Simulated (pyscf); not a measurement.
Structures and frequencies: ωB97X-D3(BJ)/def2-SVP in PySCF.

Q: Estimate by transition-state theory the rate constant of H₂N–SiH(F)–Cl (SMILES N[SiH](F)Cl) + H• (SMILES [H]) -> H₂N–Si•(F)–Cl (SMILES N[Si](F)Cl) + H₂ (SMILES [H][H]) (doublet surface; H–Si broken, H–H formed) at 600 K, with ωB97M-D3(BJ)/def2-TZVP energies (ideal gas, 1 atm, RRHO with modes under 100 cm⁻¹ raised to 100, one conformer, R ln 2 for rigid chiral ones; no tunnelling).

A: The electronic barrier is 6.5 kcal/mol and the thermal terms add +10.7, so ΔG‡ = 17.1 kcal/mol. With k_BT/h = 1.25e+13 s⁻¹ and RT = 1.192 kcal/mol, and a volume of 8.18e-20 cm³ per molecule at 1 atm, k = 5.9e-13 cm³ molecule⁻¹ s⁻¹. Wigner's tunnelling factor for 1180i cm⁻¹ would be 1.33. A shift of 1 kcal/mol in the barrier changes k by a factor 2.3. One saddle was located; it need not be the lowest between these sides. The angle at the transferred H is 179°.
